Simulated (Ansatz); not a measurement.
`COCCN`. Total charge 0; spin multiplicity 1.

Z-matrix (Å, degrees):
```
C
O 1 1.402
H 1 1.097 2 112.7
H 1 1.099 2 111.2 3 121.8
H 1 1.090 2 107.3 3 -119.3
C 2 1.409 1 113.7 3 -64.6
C 6 1.521 2 113.0 1 77.9
H 6 1.095 2 105.7 1 -162.3
H 6 1.102 2 110.2 1 -46.0
N 7 1.451 6 115.0 2 57.4
H 7 1.095 6 108.4 2 179.7
H 7 1.095 6 109.8 2 -65.1
H 10 1.014 7 110.2 6 64.8
H 10 1.014 7 109.1 6 -51.4
```

Q: List the harmonic frequencies (cm⁻¹, unscaled) at PBE0-D4/def2-TZVP in Ansatz. (Estimate.)

A: Computed: 68, 141, 216, 238, 309, 436, 525, 807, 882, 899, 977, 1059, 1129, 1159, 1177, 1224, 1230, 1314, 1377, 1386, 1402, 1464, 1471, 1481, 1491, 1503, 1666, 2982, 2996, 3043, 3052, 3072, 3092, 3134, 3514, 3592.

Q: Is this a minimum?

A: Yes, all 36 modes are real.

Q: Give the ideal-gas thermochemistry at 298.15 K and 1 bar (rigid rotor, harmonic oscillator; point group C1, symmetry number 1).

A: Zero-point energy 332.0 kJ/mol; H(298) − E = 351.9 kJ/mol; entropy 331.8 J/(mol·K), of which translation 162.7, rotation 107.7, vibration 61.3; G(298) − E = 253.0 kJ/mol. Modes under 100 cm⁻¹ are hindered rotations or soft bends, so the harmonic entropy is rough.

Q: And at 400, 500, 600, 800 and 1000 K?

A: 
```csv
T (K),H − E (kJ/mol),S (J/mol/K),G − E (kJ/mol)
400,363.5,365.1,217.5
500,377.5,396.3,179.4
600,393.9,426.1,138.3
800,432.4,481.2,47.4
1000,476.8,530.7,-53.8
```

Q: Rotational constants (cm⁻¹)?

A: 0.3226, 0.1015, 0.09511.
